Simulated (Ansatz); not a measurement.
A nudged elastic band was laid between two geometries of H$_{4}$S$_{2}$Si (7 atoms, charge 0, multiplicity 1).

Theory: Ansatz, RKS PBE0-D4/def2-SVP.

- movable images: 5
- climbing image: yes
- spring: 5.0 eV/Å²
- optimiser: quadratic models (default)
- start path: through a guess of the saddle point
- force threshold: 0.05 eV/Å
- iteration limit: 60
- end points: relaxed

Image 0:

```xyz
7
Properties=species:S:1:pos:R:3
Si -0.834 0.531 -0.210
S 0.425 -0.072 1.436
S 1.399 -1.648 0.455
H -1.694 -0.604 -0.651
H -0.002 1.006 -1.353
H -1.673 1.651 0.313
H 2.440 -0.932 -0.035
```

Image 6:

```xyz
7
Properties=species:S:1:pos:R:3
Si -0.791 0.587 -0.232
S 0.654 0.219 1.329
S 2.044 -0.835 0.168
H -1.332 -0.703 -0.751
H -0.174 1.360 -1.347
H -1.881 1.380 0.412
H 1.541 -2.076 0.377
```

Which bonds break or form, and what moves?

No bond is made or broken. The dihedral Si1–S2–S3–H7 goes from 90 to -90°. The two ends are copies of one structure, up to a mirror image or an exchange of like atoms.

What energy profile does the band end with?

The forces met the threshold. The highest image is number 3 of 0 to 6, 19.3 kJ/mol above the ends, which have the same energy within 2 meV. A vibrational analysis at the climbing image gives one clearly imaginary mode, 238i cm⁻¹: a first-order saddle point.

| image | path coordinate (Å) | energy (kJ/mol) | dihedral Si1–S2–S3–H7 (°) |
| --- | --- | --- | --- |
| 0 | 0.00 | 0.0 | 90 |
| 1 | 0.52 | 3.8 | 115 |
| 2 | 1.04 | 13.4 | 146 |
| 3 | 1.56 | 19.3 | 180 |
| 4 | 2.09 | 13.5 | -146 |
| 5 | 2.62 | 3.8 | -114 |
| 6 | 3.15 | 0.0 | -90 |

What is the geometry of the highest image?


```xyz
7
Properties=species:S:1:pos:R:3:forces:R:3
Si -0.931 0.588 -0.257 -0.01 0.00 0.00
S 0.629 0.080 1.132 -0.01 0.00 0.00
S 1.638 -1.317 -0.109 0.02 -0.01 0.02
H -1.753 -0.609 -0.601 0.00 0.00 0.00
H -0.365 1.172 -1.508 0.00 0.00 0.00
H -1.744 1.596 0.480 0.00 0.00 0.01
H 2.587 -1.577 0.818 -0.02 0.01 -0.02
```

What are the harmonic wavenumbers there?

238i, 133, 144, 470, 520, 619, 622, 878, 909, 911, 960, 2240, 2246, 2264, 2714 cm⁻¹.

The band took 6 iterations and roughly 80 core-seconds.

Time of the run: 80 s on 1 thread of Arm Neoverse V1, on a shared host, peak memory 0.14 GiB.
